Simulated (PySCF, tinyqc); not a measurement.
Inside a calculation. Method: RKS/exchange-only LDA in the sto-6g basis, for BH, spin multiplicity 1. The lowest restricted solution is unstable here: a spin-polarised one lies 0.0007 hartree lower (PySCF). One step of it, computed by the program tinyqc.

Question. Iteration 1: building the Kohn-Sham matrix. J_ij = sum D_kl (ij|kl); F = H + J + V_xc; E = tr D H + tr D J / 2 + E_xc + E_nn.

D at the start, order 1B 1s, 1B 2s, 1B 2px, 1B 2py, 1B 2pz, 2H 1s:
$$\begin{pmatrix}
2.175353 & -0.558895 & 0.000000 & 0.000000 & 0.007850 & -0.029464 \\
-0.558895 & 2.120606 & 0.000000 & 0.000000 & -0.026471 & 0.118454 \\
0.000000 & 0.000000 & 0.320697 & 0.000000 & 0.000000 & 0.000000 \\
0.000000 & 0.000000 & 0.000000 & 0.320697 & 0.000000 & 0.000000 \\
0.007850 & -0.026471 & 0.000000 & 0.000000 & 0.302281 & 0.055410 \\
-0.029464 & 0.118454 & 0.000000 & 0.000000 & 0.055410 & 0.976083
\end{pmatrix}$$

core Hamiltonian H = T + V (hartree), order 1B 1s, 1B 2s, 1B 2px, 1B 2py, 1B 2pz, 2H 1s:
$$\begin{pmatrix}
-12.737813 & -3.155771 & 0.000000 & 0.000000 & -0.008501 & -0.205024 \\
-3.155771 & -3.668142 & 0.000000 & 0.000000 & -0.081308 & -0.667244 \\
0.000000 & 0.000000 & -2.901514 & 0.000000 & 0.000000 & 0.000000 \\
0.000000 & 0.000000 & 0.000000 & -2.901514 & 0.000000 & 0.000000 \\
-0.008501 & -0.081308 & 0.000000 & 0.000000 & -2.949303 & -0.721496 \\
-0.205024 & -0.667244 & 0.000000 & 0.000000 & -0.721496 & -1.936087
\end{pmatrix}$$

Two-electron integrals (ij|kl) in chemists' order, unique and non-zero (hartree):
```
(11|11) 2.924993   (21|11) 0.480756   (21|21) 0.099484   (22|11) 0.743449
(22|21) 0.188967   (22|22) 0.544922   (31|31) 0.021096   (32|31) 0.030854
(32|32) 0.120443   (33|11) 0.743450   (33|21) 0.188967   (33|22) 0.544922
(33|33) 0.587109   (41|41) 0.021096   (42|41) 0.030854   (42|42) 0.120443
(43|43) 0.031641   (44|11) 0.743450   (44|21) 0.188967   (44|22) 0.544922
(44|33) 0.523827   (44|44) 0.587109   (51|51) 0.021096   (52|51) 0.030854
(52|52) 0.120443   (53|53) 0.031641   (54|54) 0.031641   (55|11) 0.743450
(55|21) 0.188967   (55|22) 0.544922   (55|33) 0.523827   (55|44) 0.523827
(55|55) 0.587109   (61|11) 0.031707   (61|21) 0.006376   (61|22) 0.012075
(61|33) 0.012012   (61|44) 0.012012   (61|51) 0.000506   (61|52) 0.000982
(61|55) 0.012203   (61|61) 0.000424   (62|11) 0.105765   (62|21) 0.027530
(62|22) 0.091267   (62|33) 0.088485   (62|44) 0.088485   (62|51) 0.003136
(62|52) 0.020752   (62|55) 0.096829   (62|61) 0.001891   (62|62) 0.024966
(63|31) 0.002392   (63|32) 0.011904   (63|53) 0.003545   (63|63) 0.002183
(64|41) 0.002392   (64|42) 0.011904   (64|54) 0.003545   (64|64) 0.002183
(65|11) 0.112869   (65|21) 0.029699   (65|22) 0.103041   (65|33) 0.098014
(65|44) 0.098014   (65|51) 0.005171   (65|52) 0.032562   (65|55) 0.113095
(65|61) 0.002113   (65|62) 0.032601   (65|65) 0.043932   (66|11) 0.292969
(66|21) 0.077567   (66|22) 0.289359   (66|33) 0.275779   (66|44) 0.275779
(66|51) 0.008380   (66|52) 0.076452   (66|55) 0.316518   (66|61) 0.005354
(66|62) 0.112955   (66|65) 0.158072   (66|66) 0.774999
```

nuclear repulsion = 1.46667741 hartree

V_xc (hartree), order 1B 1s, 1B 2s, 1B 2px, 1B 2py, 1B 2pz, 2H 1s:
$$\begin{pmatrix}
-1.718767 & -0.237724 & 0.000000 & 0.000000 & 0.000108 & -0.016259 \\
-0.237724 & -0.382781 & 0.000000 & 0.000000 & -0.005389 & -0.070476 \\
0.000000 & 0.000000 & -0.380078 & 0.000000 & 0.000000 & 0.000000 \\
0.000000 & 0.000000 & 0.000000 & -0.380078 & 0.000000 & 0.000000 \\
0.000108 & -0.005389 & 0.000000 & 0.000000 & -0.388183 & -0.085037 \\
-0.016259 & -0.070476 & 0.000000 & 0.000000 & -0.085037 & -0.364774
\end{pmatrix}$$

E_xc = sum of w rho eps_xc = -3.77023109 hartree

Give: Coulomb J; Kohn-Sham matrix F; total energy of this density.

Answer.

Coulomb J (hartree), order 1B 1s, 1B 2s, 1B 2px, 1B 2py, 1B 2pz, 2H 1s:
$$\begin{pmatrix}
8.4253 & 1.5988 & 0.0000 & 0.0000 & 0.0082 & 0.1047 \\
1.5988 & 3.3906 & 0.0000 & 0.0000 & 0.0772 & 0.5975 \\
0.0000 & 0.0000 & 3.3765 & 0.0000 & 0.0000 & 0.0000 \\
0.0000 & 0.0000 & 0.0000 & 3.3765 & 0.0000 & 0.0000 \\
0.0082 & 0.0772 & 0.0000 & 0.0000 & 3.4188 & 0.6930 \\
0.1047 & 0.5975 & 0.0000 & 0.0000 & 0.6930 & 2.2333
\end{pmatrix}$$

Kohn-Sham matrix F (hartree), order 1B 1s, 1B 2s, 1B 2px, 1B 2py, 1B 2pz, 2H 1s:
$$\begin{pmatrix}
-6.0313 & -1.7947 & 0.0000 & 0.0000 & -0.0002 & -0.1166 \\
-1.7947 & -0.6603 & 0.0000 & 0.0000 & -0.0095 & -0.1402 \\
0.0000 & 0.0000 & 0.0949 & 0.0000 & 0.0000 & 0.0000 \\
0.0000 & 0.0000 & 0.0000 & 0.0949 & 0.0000 & 0.0000 \\
-0.0002 & -0.0095 & 0.0000 & 0.0000 & 0.0813 & -0.1135 \\
-0.1166 & -0.1402 & 0.0000 & 0.0000 & -0.1135 & -0.0676
\end{pmatrix}$$

total energy of this density = -24.468972 hartree

This density is the starting one; it is not idempotent, so its energy is not variational and may lie below the converged one.
